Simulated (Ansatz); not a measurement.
We consider grey tin (α-Sn), described by LDA (PAW; Ansatz, a first-principles code).

Settings: plane-wave cutoff 500 eV, 18×18×1 k mesh (along the axes of the cell as run), Fermi–Dirac smearing 0.1 eV, scalar-relativistic PAW data made under PBE.

What does this level give for the surface energy of the (111) face and work function of the (111) face?


- surface energy of the (111) face: 1.53 J/m²
- work function of the (111) face: 4.86 eV

The slab of 12 atoms is relaxed and unreconstructed.

Spin–orbit coupling is not included.

Computing time: around 14 core-minutes (rough).
